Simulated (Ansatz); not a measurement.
Process, species as SMILES: CC(N)=O → CC([NH-])=O + H+
B3LYP-D3(BJ)/def2-TZVP geometries, fixed; electronic energies without zero-point terms.

Basis-set convergence of the deprotonation energy at r2SCAN with Ansatz (an electronic-structure program). All functions are spherical. Species with rotatable bonds are taken in one conformer. The proton leaves the site shown, which need not be the most acidic. No added dispersion term, no relativity. Functions are those of the species that has most. Reference: the value in aug-pcseg-3, 370.68 kcal/mol, itself unsure by roughly 0.09 kcal/mol (its mean distance from aug-cc-pVQZ, def2-QZVPPD). Deviations are taken from unrounded values.

```
basis            functions
---------------  ---------
cc-pVDZ                 81
aug-cc-pVDZ            137
cc-pVTZ                190
jun-cc-pV(T+d)Z        226
aug-cc-pVTZ            299
cc-pVQZ                370
aug-cc-pVQZ            550
cc-pV5Z                639
```

Question: Which is the smallest correlation-consistent set listed that can be trusted to 2 kcal/mol here, that is, within that of the reference together with its larger relatives (same family, alike in diffuse functions; a set with none to test it counts only in the reference's own line)?

Answer: The smallest set listed that lies within 2 kcal/mol of the reference with all its larger relatives (same family, alike in diffuse functions; a set with none counts only in the reference's own line) is jun-cc-pV(T+d)Z (226 functions, -0.46 kcal/mol off). Inside, with no larger relative to test it: cc-pV5Z. Value minus reference: cc-pVDZ 10.59, aug-cc-pVDZ -2.31, cc-pVTZ 5.08, jun-cc-pV(T+d)Z -0.46, aug-cc-pVTZ -0.39, cc-pVQZ 2.37, aug-cc-pVQZ -0.11, cc-pV5Z 0.76 kcal/mol.
